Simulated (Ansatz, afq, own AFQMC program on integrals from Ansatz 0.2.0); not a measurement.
## Al2H3, doublet in cc-pVDZ, levels against CCSDT(Q)

```xyz
5

Al    0.0000    0.0000    1.3554
Al    0.0000    0.0000   -1.3997
H     0.0000    1.5755    2.1845
H     0.0000   -1.5755    2.1845
H     0.0000    0.0000   -3.1830
```

Connectivity, by distances: AlH2–AlH.

Basis cc-pVDZ. Only valence electrons are correlated. Ansatz 0.2.0 and our own AFQMC program on the same integrals; the CISD trial comes from CCSD amplitudes, and released means the phaseless constraint is let go. Error bars are statistical, one sigma.

Determinant: UHF, the one that the program's search chose, which needn't be the lowest solution. The geometry is a point of a scan.

No full CI on the walks' own integrals is used here; CCSDT(Q) serves as the reference and is uncertain by about the last step of the cluster series.

The T1 diagnostic is 0.0283, the weight of the determinant in the CISD state is 0.858 and the ⟨S²⟩ of the determinant is 0.773. The size of the correlated space is 9 electrons in 41 orbitals.

```tsv
level	correlation energy (eV)
MP2	-3.2112
CCSD	-4.2880
CCSD(T)	-4.4190
```

Estimate where AFQMC with the constraint released lies against CCSD(T) on the same integrals.

1.96 ± 0.45 mEh below CCSD(T).

Reference: CCSDT(Q), correlation energy -4.474 eV. The released energy is read at 2.40 1/Eh (meV from the phaseless value at times in 1/Eh: -15 ± 10 at 0.24, -34 ± 11 at 0.51, -41 ± 11 at 0.99, -39 ± 13 at 1.62, -52 ± 12 at 2.40).

```tsv
level	E − E(reference) (mEh)	share of correlation (%)
CCSD(T)	2.04	98.76
CCSDT	0.28	99.83
ph-AFQMC/CISD	2.00 ± 0.32	98.79
released AFQMC	0.08 ± 0.45	99.95
```

A walk keeps the symmetry of its determinant, which the program's search chose and which needn't be the lowest solution, so a lower state of the same spin and another symmetry isn't excluded. Released energies are given only where the last usable release times agree within the noise; a slower fall can still hide under it.
